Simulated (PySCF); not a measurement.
Computed data sheet: `C[S-]`

CH₃S (charge -1).
Structure used (GFN2-xTB), in Å, numbered top down from 1:
```xyz
5
CH3S angstrom
C     -0.1288   -0.0023   -0.0073
S      1.6748    0.0362    0.0483
H     -0.5432   -0.0613    1.0063
H     -0.5174    0.9032   -0.4885
H     -0.4768   -0.8730   -0.5759
```

From GFN2-xTB geometry:

| Item | Value |
| --- | --- |
| Point group of the GFN2-xTB geometry | C3v |
| Rotational constants A, B, C of the GFN2-xTB geometry | 158.413, 13.246, 13.245 GHz |

From PBE0/pcSseg-1 ground state and GIAO shieldings, non-relativistic (PySCF):

| Item | Value |
| --- | --- |
| HOMO energy | 1.14 eV |
| LUMO energy | 6.56 eV |
| HOMO–LUMO gap | 5.42 eV |
| Lowest Hirshfeld atomic charge | -0.76 e on S2 |
| Highest Hirshfeld atomic charge | -0.01 e on H3/H4/H5 |
| 13C chemical shifts (computed TMS as zero) by class | 21.7 (C1) ppm |
| 1H chemical shifts (computed TMS as zero) by class | 2.52 (H3/H4/H5) ppm |
| Isotropic shieldings of nuclei other than C and H, by class | 724 (S2) ppm |
| Mayer bond orders between heavy atoms | C1–S2 1.05 |

Monoisotopic mass of the ion (most abundant isotopes, electron mass counted): 46.9961 u.

The rotational constants are those of a prolate symmetric top; the small spread among constants that symmetry makes equal is optimisation noise. With B = h/(8π²I), that is 505.379 GHz u Å² over I, the principal moments of inertia are 3.19, 38.2 and 38.2 u Å² (most abundant isotopes); the inertial defect Ic − Ia − Ib is -3.2 u Å² (zero for a rigid planar frame, negative otherwise).

Geometry: GFN2-xTB; no solvent, vibrations or thermal averaging. The HOMO energy is positive, so at this level the finite basis confines the outermost electrons. No diffuse functions stand in pcSseg-1, which bears on an anion's orbital energies.
